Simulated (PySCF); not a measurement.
PySCF input (CCSD(T)/cc-pVDZ):

```python
from pyscf import gto, scf, mp, cc as ccmod

mol = gto.M(
    atom='''
    Si   -0.00000000   -0.00000000   -0.55379892
    O     0.00000000    0.00000000    0.96914810
    ''',
    basis='cc-pvdz',
    charge=1,
    spin=1,
    symmetry='C2v',
    verbose=4,
)

mf = scf.UHF(mol)
mf.conv_tol = 1e-10
mf.max_cycle = 100
mf.kernel()
mp2 = mp.MP2(mf, frozen=6).run()
cc = ccmod.CCSD(mf, frozen=6)
cc.max_cycle = 100
cc.kernel()
et = cc.ccsd_t()
print(f'E(CCSD(T)) = {cc.e_tot + et:.9f}')
```

End of the output:

```
Extra cycle  E= -363.409350433541  delta_E= -7.28e-12  |g|= 1.58e-06  |ddm|= 2.9e-06
converged SCF energy = -363.409350433541  <S^2> = 0.79978982  2S+1 = 2.049185

******** <class 'pyscf.mp.ump2.UMP2'> ********
nocc = (np.int64(5), np.int64(4)), nmo = (26, 26)
frozen orbitals 6
E(UMP2) = -363.629522862926  E_corr = -0.220172429385476
E(SCS-UMP2) = -363.624300308454  E_corr = -0.214949874912806
E_corr(same-spin) = -0.0568350465574211
E_corr(oppo-spin) = -0.163337382828055

******** <class 'pyscf.cc.uccsd.UCCSD'> ********
CC2 = 0
CCSD nocc = (np.int64(5), np.int64(4)), nmo = (26, 26)
frozen orbitals 6
max_cycle = 100
direct = 0
conv_tol = 1e-07
conv_tol_normt = 1e-06
diis_space = 6
diis_start_cycle = 0
diis_start_energy_diff = 1e+09
Init t2, MP2 energy = -0.220172398819783
Init E_corr(UCCSD) = -0.220172398822568
cycle = 1  E_corr(UCCSD) = -0.224677947576009  dE = -0.00450554875  norm(t1,t2) = 0.123879
cycle = 2  E_corr(UCCSD) = -0.237921829995577  dE = -0.0132438824  norm(t1,t2) = 0.0528519
cycle = 3  E_corr(UCCSD) = -0.239009800734009  dE = -0.00108797074  norm(t1,t2) = 0.0455313
cycle = 4  E_corr(UCCSD) = -0.247825161302109  dE = -0.00881536057  norm(t1,t2) = 0.0348596
cycle = 5  E_corr(UCCSD) = -0.249358242987406  dE = -0.00153308169  norm(t1,t2) = 0.0168769
cycle = 6  E_corr(UCCSD) = -0.250143545580462  dE = -0.000785302593  norm(t1,t2) = 0.0081416
cycle = 7  E_corr(UCCSD) = -0.250518143195259  dE = -0.000374597615  norm(t1,t2) = 0.00239433
cycle = 8  E_corr(UCCSD) = -0.250408671795794  dE = 0.000109471399  norm(t1,t2) = 0.000667359
cycle = 9  E_corr(UCCSD) = -0.250434018313334  dE = -2.53465175e-05  norm(t1,t2) = 0.000319643
cycle = 10  E_corr(UCCSD) = -0.250421940125786  dE = 1.20781875e-05  norm(t1,t2) = 0.000131925
cycle = 11  E_corr(UCCSD) = -0.250424977298921  dE = -3.03717314e-06  norm(t1,t2) = 6.26835e-05
cycle = 12  E_corr(UCCSD) = -0.250423277112626  dE = 1.7001863e-06  norm(t1,t2) = 3.30634e-05
cycle = 13  E_corr(UCCSD) = -0.250422659596565  dE = 6.17516061e-07  norm(t1,t2) = 1.70703e-05
cycle = 14  E_corr(UCCSD) = -0.250422790572425  dE = -1.3097586e-07  norm(t1,t2) = 1.03056e-05
cycle = 15  E_corr(UCCSD) = -0.25042281511801  dE = -2.45455848e-08  norm(t1,t2) = 3.97372e-06
cycle = 16  E_corr(UCCSD) = -0.250422918747183  dE = -1.03629174e-07  norm(t1,t2) = 1.85591e-06
cycle = 17  E_corr(UCCSD) = -0.250422888343459  dE = 3.04037245e-08  norm(t1,t2) = 9.46083e-07
UCCSD converged
E(UCCSD) = -363.6597733218843  E_corr = -0.2504228883434588
UCCSD(T) correction = -0.0102535006248646
E(CCSD(T)) = -363.670026823
```
